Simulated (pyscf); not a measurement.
This saddle point was located with ωB97X-D3(BJ)/def2-SVP in PySCF.

```xyz
9

C      0.1662    -0.0026    -0.1871
C     -1.3482     0.0887    -0.2272
F     -1.5781    -1.0351    -1.4082
F     -1.9902    -0.5382     0.7799
H      0.5840     0.4268     0.7348
H      0.5823     0.5239    -1.0573
H      0.4280    -1.0672    -0.2547
H     -1.9936     0.6734    -0.9384
H     -1.3881     1.3011     0.2973
```
Charge 0, spin multiplicity 2.

Surface: doublet, charge 0. Lowest wavenumbers (cm⁻¹): 1354i, 195, 344, 358, 495.

**Question.** Which two sides does it connect, and which bonds change?

**Answer.** `[CH3][CH]([F])[F]` + `[H]` [doublet] ⇌ `[CH3][CH][F]` [doublet] + `[FH]`, a concerted two-bond exchange read from left to right: C–F, C–H broken and C–H, F–H formed. At ωB97M-D3(BJ)/def2-TZVP it lies +44.7 kcal/mol from the left side and +58.7 kcal/mol from the right (each side as separated species at their lowest minima found). On the product side the descent ends in a complex, 4.5 kcal/mol under the separated species and 63.6 kcal/mol under the saddle at ωB97X-D3(BJ)/def2-TZVP. From the product side, H₂C=CH–F + H• + HF lies, by one bond made or cut, 17.4 kcal/mol under this saddle at ωB97M-D3(BJ). Another saddle between the same species, by other bonds, lies lower (34.3 kcal/mol against 44.7 kcal/mol at ωB97M-D3(BJ)).
